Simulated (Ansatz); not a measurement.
A calculation with Ansatz (development build ahead of 0.2.0).

```yaml
crystal:
  periodic: [false, false, false]
  atoms:
    - { symbol: C, position_ang: [0.0, 0.0, -0.58381] }
    - { symbol: H, position_ang: [0.0, 0.0, 0.58381] }
basis:
  gaussian: { orbitals: def2-SVP }
total_charge: -1
magnetization:
  spin_polarized: true
  initial_magnetization: 2
hamiltonian:
  xc: hf
correlation:
  method: mp2
  frozen_orbitals: { C: 1, H: 0 }
```

The input is written out in the form of the current development build from the run's settings.

Output:

```
Converged                                                          : yes
Reference energy                                                   : -38.23237 hartree
Correlation energy                                                 : -0.09184 hartree
Total energy                                                       : -38.32420 hartree
Spin squared of the determinant                                    : 2.016
Stability test                                                     : minimum
Occupied orbitals by symmetry in an Abelian subgroup (alpha; beta) : 3 A1 1 B1 1 B2; 3 A1
```

Messages of the program:
```
mean field -1040.35566203 eV, -38.2323654013 hartree, gradient 1.5e-6 eV, S^2 2.015669; 0 other ends of a descent, 0 dependent functions left out
```

Caution: no diffuse functions for an anion.
